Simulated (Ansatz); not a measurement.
C3H7NO can be A, `C=C(N)OC`, or B, `CN(C)C=O`.

Program: Ansatz. Geometries: PBE0-D4/def2-TZVP. ΔE: electronic, gas phase. CCSD(T)/CBS adds triple-zeta CCSD(T) − MP2 to the extrapolated MP2 energy (def2 sets, frozen cores). DFT in def2-TZVPP. B3LYP here is the variant with VWN-RPA as its local correlation; programs differ in this. Each species was taken in one conformer, which may not be the lowest.

A:

Z-matrix (Å, degrees):
```
C
O 1 1.407
H 1 1.095 2 111.1
H 1 1.094 2 111.0 3 121.7
H 1 1.089 2 106.3 3 -119.2
C 2 1.349 1 117.1 3 -59.9
N 6 1.382 2 108.9 1 -177.8
C 6 1.340 2 125.8 1 -0.1
H 7 1.006 6 114.1 2 -162.3
H 7 1.008 6 113.3 2 -31.3
H 8 1.081 6 119.7 2 179.2
H 8 1.077 6 122.3 2 -2.8
```

B:

```xyz
12

C     0.1026   -1.1731   -0.6903
N     0.0716    0.1240   -0.0673
C    -0.6310    0.2563    1.1778
C     0.6916    1.1763   -0.6488
O     1.3032    1.1471   -1.6926
H     0.6689   -1.0930   -1.6163
H    -0.9116   -1.5198   -0.9133
H     0.5815   -1.9069   -0.0339
H    -1.6883   -0.0066    1.0645
H    -0.5685    1.2885    1.5255
H    -0.1990   -0.3938    1.9463
H     0.5789    2.1010   -0.0515
```

Which isomer does CCSD(T)/CBS put lower? Give the gap. (Best estimate.)

Ansatz gave: B, by 18.0 kcal/mol.

Give E(B) − E(A) in kcal/mol with CCSD(T)/def2-SVP, B2PLYP, PBE-D4, PBE0-D4, B3LYP-D4, MP2/def2-TZVPP, CCSD(T)/def2-TZVPP. (An estimate is asked.)

The calculation gave: CCSD(T)/def2-SVP -24.5, B2PLYP -19.9, PBE-D4 -20.6, PBE0-D4 -19.4, B3LYP-D4 -19.5, MP2/def2-TZVPP -19.9, CCSD(T)/def2-TZVPP -19.0. None reverses the order clearly.

Does the order hold for the free energy at 298.15 K (harmonic terms from PBE0-D4)? (Estimate.)

Computed: Yes: G(B) − G(A) = -18.2 kcal/mol, for one conformer each.

Largest T1 diagnostic: 0.014.

From r2SCAN to r2SCAN0 (25 % exact exchange), in def2-TZVPP and without D4, E(B) − E(A) moves by +0.9 kcal/mol. At CCSD(T), def2-SVP lies −6.6 kcal/mol from the extrapolated value and def2-TZVPP −1.0 kcal/mol.
